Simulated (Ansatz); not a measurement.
Basis-set extrapolation for C3H6FNO, SMILES `C=NC(F)OC` (PBE0-D4/def2-TZVP geometry, frozen core, the Gaussian-basis code of Ansatz). Multiplicity 1, RHF reference.

```csv
,def2-TZVPP,def2-QZVPP
HF,-345.955159,-345.970737
MP2 correlation,-1.179179,-1.268435
CCSD(T) correlation,-1.259158,not run
```

Energies in hartree. Use E(X) = E(∞) + A·exp(−7.88·√X) for Hartree–Fock and E(X) = E(∞) + B·X^(−2.97) for correlation, with X = 3 and 4, and add CCSD(T) minus MP2 of the smaller set to the MP2 limit.

**Question.** What is the CCSD(T) energy at the basis-set limit?

**Answer.** HF limit: -345.970737 + (-0.015578) × 0.13774 = -345.97288. MP2 limit: -1.268435 + (-0.089256) × 0.74074 = -1.33455. Higher-order term: -1.259158 − (-1.179179) = -0.07998. Total: -347.38741 hartree, 454.5 kJ/mol below CCSD(T)/def2-TZVPP.
